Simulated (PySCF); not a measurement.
## Level sweep

Thioacrolein, C3H4S.
InChI=1S/C3H4S/c1-2-3-4/h2-3H,1H2

PySCF, dipoles from the SCF density, polarisabilities from static response with core orbitals frozen. Isolated species at its PBE0-D3(BJ)/def2-SVP geometry (one conformer only).

Question: How do dipole and polarisability depend on functional and basis here?

Answer: 

| level | μ (D) | α (Å³) | anisotropy (Å³) |
| --- | --- | --- | --- |
| LDA/def2-SVPD | 2.935 | 9.95 | 9.05 |
| PBE/def2-SVPD | 2.978 | 9.90 | 9.10 |
| B3LYP/def2-SVPD | 3.024 | 9.81 | 9.13 |
| PBE0/def2-SVPD | 3.075 | 9.70 | 9.03 |
| BHandHLYP/def2-SVPD | 3.154 | 9.67 | 9.16 |
| CAM-B3LYP/def2-SVPD | 3.012 | 9.69 | 9.03 |
| wB97X-D/def2-SVPD | 3.120 | 9.67 | 8.94 |
| LC-wPBE/def2-SVPD | 3.019 | 9.43 | 8.79 |
| HF/def2-SVPD | 3.513 | 9.72 | 9.48 |
| PBE0/6-31G* | 3.217 | 7.63 | 10.27 |
| PBE0/def2-SVP | 2.803 | 7.66 | 9.60 |
| PBE0/6-31+G* | 3.140 | 9.01 | 10.02 |
| PBE0/aug-cc-pVDZ | 3.071 | 9.81 | 9.20 |
| PBE0/def2-TZVP | 2.941 | 8.97 | 9.67 |
| PBE0/def2-TZVPD | 2.999 | 9.89 | 9.10 |
| PBE0/aug-cc-pVTZ | 3.020 | 9.91 | 9.12 |

The anisotropy is √(½[(α1 − α2)² + (α2 − α3)² + (α3 − α1)²]). The dipole runs from 2.80 D (PBE0/def2-SVP) to 3.51 D (HF/def2-SVPD). No reference polarisability is at hand; against PBE0 in the largest diffuse basis at hand (aug-cc-pVTZ) the other PBE0 rows deviate by 6-31G* -23%, def2-SVP -23%, 6-31+G* -9%, def2-SVPD -2%, aug-cc-pVDZ -1%, def2-TZVP -10%, def2-TZVPD 0%. In one basis (def2-SVPD) the functionals order the polarisability from LC-wPBE (lowest) to LDA (highest), a spread of 5%. With PBE0 the polarisability is 8.09 Å³ without diffuse functions (mean of 6-31G*, def2-SVP and def2-TZVP) and 9.66 Å³ with them (mean of 6-31+G*, def2-SVPD, aug-cc-pVDZ, def2-TZVPD and aug-cc-pVTZ).
